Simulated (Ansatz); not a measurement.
Basis-set extrapolation for NO$_{2}$−, SMILES `O=N[O-]` (PBE0-D4/def2-TZVPD geometry, frozen core, Ansatz 0.2.0). Multiplicity 1, RHF reference.

```csv
,def2-TZVPPD,def2-QZVPPD
HF,-204.174313,-204.182651
MP2 correlation,-0.691870,-0.741694
CCSD(T) correlation,-0.716617,not run
```

Energies in hartree. Use E(X) = E(∞) + A·exp(−7.88·√X) for Hartree–Fock and E(X) = E(∞) + B·X^(−2.97) for correlation, with X = 3 and 4, and add CCSD(T) minus MP2 of the smaller set to the MP2 limit.

Question: What is the CCSD(T) energy at the basis-set limit?

Answer: HF limit: -204.182651 + (-0.008338) × 0.13774 = -204.18380. MP2 limit: -0.741694 + (-0.049824) × 0.74074 = -0.77860. Higher-order term: -0.716617 − (-0.691870) = -0.02475. Total: -204.98715 hartree, 60.4 kcal/mol below CCSD(T)/def2-TZVPPD.
